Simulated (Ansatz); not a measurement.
This geometry of C2H7B + H2 (12 atoms, charge 0, multiplicity 1) is a first-order saddle point.

All numbers below come from RKS B3LYP-D4/6-31G* in Ansatz.

```xyz
12
Properties=species:S:1:pos:R:3
B -0.086 -0.225 0.107
C 0.106 -0.156 1.875
H -0.790 -0.275 2.492
H 0.926 -0.746 2.298
H 0.399 0.896 1.915
C 1.332 -0.021 -0.598
H 2.092 -0.735 -0.256
H 1.261 -0.118 -1.688
H 1.722 0.985 -0.392
H -1.055 0.432 -0.137
H -0.491 -1.429 -0.123
H -0.291 -1.181 0.900
```

Which two structures does it join? (They come from a converged band through this point; their orientation in space is the band's.)

Bonds broken: B1–C2, H11–H12. Bonds formed: B1–H11, C2–H12. C2H7B + H2 becomes CH4 + CH5B.

Initial state:

```xyz
12
Properties=species:S:1:pos:R:3
B 0.107 0.334 0.243
C 0.124 0.420 1.809
H -0.732 -0.074 2.284
H 1.052 0.079 2.281
H 0.015 1.491 2.059
C 1.397 0.163 -0.634
H 1.390 -0.873 -1.013
H 1.387 0.794 -1.531
H 2.344 0.305 -0.101
H -0.953 0.421 -0.320
H -0.563 -2.962 0.322
H -0.445 -2.669 0.994
```

Final state:

```xyz
12
Properties=species:S:1:pos:R:3
B -0.126 -0.424 -0.735
C 0.005 -0.220 2.459
H -0.490 -0.220 3.435
H 1.087 -0.306 2.595
H -0.226 0.713 1.938
C 1.382 -0.039 -0.856
H 2.073 -0.759 -0.403
H 1.596 -0.057 -1.942
H 1.628 0.973 -0.516
H -0.984 0.412 -0.772
H -0.465 -1.572 -0.689
H -0.357 -1.073 1.877
```

How far does it lie above each of them?

1.02 eV above the first and 1.29 eV above the second. This is the barrier of this one path; another mechanism may lie lower. The orbitals stay closed-shell, which can raise the energy where a bond breaks towards radicals; this wasn't checked here.

Time of the run: 66 s on 1 thread of AMD EPYC 9R45 96-Core Processor (Zen 5) (shared host), peak memory 0.14 GiB.
